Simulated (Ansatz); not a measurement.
**H2Si–GeH⁺, triplet in cc-pVDZ: errors against UCCSDT(Q)**

Geometry: that of the H2Si–GeH, doublet, kept fixed.

```yaml
atoms:
  - { symbol: Si, position_ang: [0.0000, 0.0181, 1.6516] }
  - { symbol: Ge, position_ang: [0.0000, -0.0284, -0.7002] }
  - { symbol: H, position_ang: [0.0000, 1.1857, 2.5806] }
  - { symbol: H, position_ang: [0.0000, -1.2094, 2.4992] }
  - { symbol: H, position_ang: [0.0000, 1.5656, -0.6371] }
```

Basis cc-pVDZ; Ansatz 0.2.0. Only valence electrons are correlated (noble-gas cores and the filled d shells of p-block atoms frozen), which leaves 10 electrons in 41 orbitals. R marks a restricted (for open shells ROHF) determinant, U an unrestricted one. Active spaces: valence = (10e, 11o) chosen from the atoms' valence shells. No spin–orbit coupling is included, and no scalar relativity.

Full CI isn't at hand for all of this; UCCSDT(Q) serves as the reference, and is uncertain by about the last step of the cluster series. The frozen core follows each run's orbitals, which can shift R against U totals by a few meV for light atoms and by up to 0.1 eV past Ca.

The UHF ⟨S²⟩ is 2.010, the T1 diagnostic (RCCSD) is 0.0330 and the largest doubles amplitude (RCCSD) is 0.059. The T1 diagnostic (UCCSD) is 0.0269.

From what is known of these methods and the diagnostics, rank them by the size of their error in total energy against UCCSDT(Q) in cc-pVDZ, smallest first (an estimate: the text doesn't fix the numbers).
A. UCCSDT
B. UHF
C. UCCSD
D. UCCSD(T)
E. UMP2

A (0.8 kJ/mol), D (5.1 kJ/mol), C (20.5 kJ/mol), E (121.6 kJ/mol), B (494.4 kJ/mol).

All errors are against UCCSDT(Q) in cc-pVDZ. Within each family the higher level lies nearer, as is usual though not guaranteed.

Natural occupations of CASSCF (valence space) about the gap: 1.979 1.971 1.966 1.947 1.011 0.980 0.039 0.035 0.033 0.022; effectively unpaired electrons, Σ n²(2−n)², 2.04.
